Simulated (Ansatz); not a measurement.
# BPHCl (singlet): wave-function methods side by side at a displaced geometry (v2), cc-pVDZ

The task here is to estimate one member of a computed series from the others.

Computed with Ansatz 0.2.0, Gaussian basis. Level: cc-pVDZ, core rule «outside noble gas», up to 11 orbitals frozen.

Plan: UHF; CCSD(T) on RHF; BCCD(T) on RHF; CISD; CCSDT(Q) on RHF.

9 further runs of the same task are left out: 4 that didn't finish, 5 set aside as unsound or not needed.

## The system

The geometry is a PBE0/def2-TZVP stationary point (not a proven minimum) with its atoms shifted at random (size 0.100 Å).

4 atoms, charge 0, spin multiplicity 1.

Atoms are counted from 1 here; the program's logs count them from 0.

Bond lengths: Cl1–B2 1.688 Å, B2–P3 1.716 Å, P3–H4 1.445 Å. Angles: Cl1–B2–P3 171.7°, B2–P3–H4 58.6°.

The first run:

Contents of in.yaml:

```yaml
crystal:
  periodic: [false, false, false]
  atoms:
    - {symbol: Cl, position_ang: [0.064553, -0.257014, 1.928413]}
    - {symbol: B, position_ang: [-0.100274, -0.318386, 0.250059]}
    - {symbol: P, position_ang: [-0.023701, -0.328678, -1.464305]}
    - {symbol: H, position_ang: [0.059422, 0.904078, -0.714166]}
basis:
  gaussian: {orbitals: cc-pVDZ}
magnetization: {spin_polarized: true, initial_magnetization: 0}
hamiltonian: {xc: hf}
output: {orbitals: {seedname: orbitals}}
```

On the command line:

```console
$ ansatz run in.yaml --threads 1 --pin off --events-out ev --progress --plain --max-ram 2393MiB
```

Among the steps run: UHF; CCSD(T) on RHF; BCCD(T) on RHF; CISD; CCSDT(Q) on RHF.

One of the session's tables, all rows but one given; the rest of the session is left out.

It belongs to the step «Misses and costs». 

```
   method  from RCCSDT(Q) (meV)
      RHF              +10365.0
     RMP2                     ?
     CISD               +1600.0
    RCCSD                +449.1
 RCCSD(T)                 +55.5
  BCCD(T)                 +53.3
   RCCSDT                 +29.6
RCCSDT(Q)                     0
```

Estimate the missing values for RMP2.

**Answer.** from RCCSDT(Q) (meV): +1249.3. In the column «from RCCSDT(Q) (meV)» it lies between RCCSD (+449.1) and CISD (+1600.0).
